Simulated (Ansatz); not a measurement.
Ansatz (a first-principles code) input:

Ansatz 0.2 input:
```yaml
crystal:
  periodic: [false, false, false]
  atoms:
    - {symbol: N, position_ang: [0.00050850, 0.05505915, 0.21829074]}
    - {symbol: C, position_ang: [0.00176132, 1.42665324, 0.07760598]}
    - {symbol: C, position_ang: [1.21886028, -0.65170039, -0.11593847]}
    - {symbol: C, position_ang: [-1.22078552, -0.64895999, -0.11094661]}
    - {symbol: H, position_ang: [0.93451484, 1.93798604, 0.26489020]}
    - {symbol: H, position_ang: [-0.92906689, 1.94007936, 0.26870335]}
    - {symbol: H, position_ang: [1.36171805, -0.73955939, -1.20323368]}
    - {symbol: H, position_ang: [1.19291628, -1.65514888, 0.31148623]}
    - {symbol: H, position_ang: [2.07484105, -0.12021475, 0.29928959]}
    - {symbol: H, position_ang: [-1.36828861, -0.73649284, -1.19764770]}
    - {symbol: H, position_ang: [-2.07386374, -0.11555460, 0.30777843]}
    - {symbol: H, position_ang: [-1.19534696, -1.65246620, 0.31637296]}
basis:
  gaussian:
    orbitals: def2-TZVPD
hamiltonian:
  xc: {name: wB97M-V}
magnetization: {spin_polarized: true, initial_magnetization: 1}
output: {forces: true}
```

Question: Which total energy does the run end on?

Answer: -173.78145 Eh (wB97M-V/def2-TZVPD). The basis has 220 functions.

It need not be the lowest isomer of its formula.
